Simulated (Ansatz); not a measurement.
Two isomers of C6H7N: A = `C=C1CC(C#N)C1`, B = `Cc1ccccn1`.

Computed with Ansatz on PBE0-D4/def2-TZVP structures; ΔE is electronic, products minus reactants. CCSD(T)/CBS is the MP2 limit (def2-TZVPP, def2-QZVPP) plus CCSD(T) − MP2 in def2-TZVPP, frozen cores. DFT in def2-TZVPP. B3LYP here is the variant with VWN-RPA as its local correlation; programs differ in this.

Question: Which isomer does CCSD(T)/CBS put lower? Give the gap. (An estimate is asked.)

Answer: Computed: B, by 38.6 kcal/mol.

Question: Give E(B) − E(A) in kcal/mol with ωB97M-V, r2SCAN-D4, MP2/def2-TZVPP, B3LYP-D4, CCSD(T)/def2-TZVPP, CCSD/def2-TZVPP, PBE0-D4. (An estimate is asked.)

Answer: Ansatz gave: ωB97M-V -39.1, r2SCAN-D4 -45.6, MP2/def2-TZVPP -40.4, B3LYP-D4 -43.9, CCSD(T)/def2-TZVPP -36.8, CCSD/def2-TZVPP -34.7, PBE0-D4 -44.2. None reverses the order clearly.

Question: Does the order hold for the free energy at 298.15 K (harmonic terms from PBE0-D4)? (Best estimate.)

Answer: The calculation gave: Yes: G(B) − G(A) = -36.7 kcal/mol.

Largest T1 diagnostic: 0.012.

The D4 term adds −1.4 kcal/mol with B3LYP and −0.7 kcal/mol with PBE0; it sums over pairs of atoms, weighted by their polarisabilities, and B3LYP, whose exchange is more repulsive, gets the larger term. From BLYP to BHLYP (50 % exact exchange), in def2-TZVPP and without D4, E(B) − E(A) moves by −1.6 kcal/mol.
